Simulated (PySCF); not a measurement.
Compound: silylphosphane, H5PSi.
InChI=1S/H5PSi/c1-2/h1H2,2H3

Theory: wB97X-D/def2-SVPD in PySCF (dipole) on a GFN2-xTB geometry, gas phase.

Masses are those of the commonest isotopes; rigid-rotor values at the optimised geometry. 

Problem. What are A, B and C (GHz)?

Solution. Ia = 9.47, Ib = 89.09, Ic = 89.48 u·Å²; 505379 MHz·u·Å²/I gives 53339, 5673 and 5648 MHz, that is A = 53.339, B = 5.6728, C = 5.6476 GHz.

Problem. What kind of rotor is it?

Solution. A near-prolate asymmetric top: κ = (2 × 5673 − 53339 − 5648)/(53339 − 5648) = -1.00.

Problem. What does the inertial defect say?

Solution. Not planar: Δ = Ic − Ia − Ib = -9.08 u·Å². For a rigid frame Δ = −2 Σ m c², so Σ m c² = 4.54 u·Å² lies off the ab plane: 4.43 from hydrogen and 0.11 from heavier atoms. The atom farthest from that plane is 1.37 Å away.

Problem. Give the coordinates in the principal-axis frame, origin at the centre of mass.

Solution. The sense of each axis is arbitrary; atoms in the order of the calculation.
| atom | mass (u) | a (Å) | b (Å) | c (Å) |
| --- | --- | --- | --- | --- |
| Si1 | 27.977 | -1.135 | 0.000 | -0.004 |
| P2 | 30.974 | 1.100 | 0.000 | 0.060 |
| H3 | 1.008 | -1.580 | 1.202 | 0.700 |
| H4 | 1.008 | -1.676 | 0.003 | -1.365 |
| H5 | 1.008 | -1.573 | -1.208 | 0.694 |
| H6 | 1.008 | 1.265 | 1.000 | -0.881 |
| H7 | 1.008 | 1.262 | -0.998 | -0.884 |

Problem. Where do the levels up to J = 3 lie, in MHz?

Solution. Above 0(0,0):
J = 1: 1(0,1) 11320, 1(1,1) 58987, 1(1,0) 59012
J = 2: 2(0,2) 33961, 2(1,2) 81603, 2(1,1) 81678, 2(2,1) 224678, 2(2,0) 224678
J = 3: 3(0,3) 67923, 3(1,3) 115526, 3(1,2) 115677, 3(2,2) 258639, 3(2,1) 258639, 3(3,1) 497035, 3(3,0) 497035

Problem. Which lines would a microwave search look for?

Solution. The dipole components are |μa| = 0.45 D, |μb| = 0.00 D, |μc| = 0.68 D; the mirror of this Cs structure is the ac plane, so μb vanishes by symmetry and there are no b-type lines. Intensities carry the squares of the components, which stand as 0.44 : 1.00 (a : c). Some lines, for components of 0.1 D or more:

```tsv
type	branch	J(Ka,Kc)	MHz	lower level (cm⁻¹)
a	R	3(1,3) ← 2(1,2)	33924	2.722
a	R	3(0,3) ← 2(0,2)	33961	1.133
a	R	3(1,2) ← 2(1,1)	33999	2.724
c	Q	2(1,2) ← 2(0,2)	47641	1.133
c	R	1(1,0) ← 0(0,0)	59012	0.000
c	R	2(1,1) ← 1(0,1)	70358	0.378
c	Q	2(2,1) ← 2(1,1)	143000	2.724
c	R	2(2,1) ← 1(1,1)	165691	1.968
c	R	3(2,1) ← 2(1,1)	176961	2.724
c	R	3(2,2) ← 2(1,2)	177037	2.722
c	Q	3(3,1) ← 3(2,1)	238396	8.627
c	R	3(3,0) ← 2(2,0)	272357	7.494
```

Stationary, but not proved a minimum. No vibrational averaging or centrifugal distortion is included, and the geometry carries the error of its method. A rigid rotor knows nothing of internal rotation, which can split or shift real lines.

Hardware: an Arm Neoverse V1 with one thread, on a shared host. Cost: 3.6 s wall. This is the wB97X-D/def2-SVPD job that gave the dipole, with the excitations it also computed.
